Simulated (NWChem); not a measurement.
## NO (+1)

```xyz
2

N      0.0000     0.0000     0.5653
O      0.0000     0.0000    -0.4946
```
Charge +1, spin multiplicity 1.

Program: NWChem. The geometry was optimised at PBE0/def2-SVP, a minimum by its harmonic frequencies.

Symmetry labels belong to the abelian group C2v used in the runs, with the axes of the coordinates shown; states degenerate in a higher group split over its labels.

The structure started from a generated list of species.

Question: List the lowest 3 singlet excitations that CIS/def2-SVPD gives, with oscillator strengths.

Answer: 
```tsv
state	symmetry	energy (eV)	wavelength (nm)	f
1	a2	9.54	130	0.000
2	a2	10.23	121	0.000
3	a1	10.23	121	0.000
```
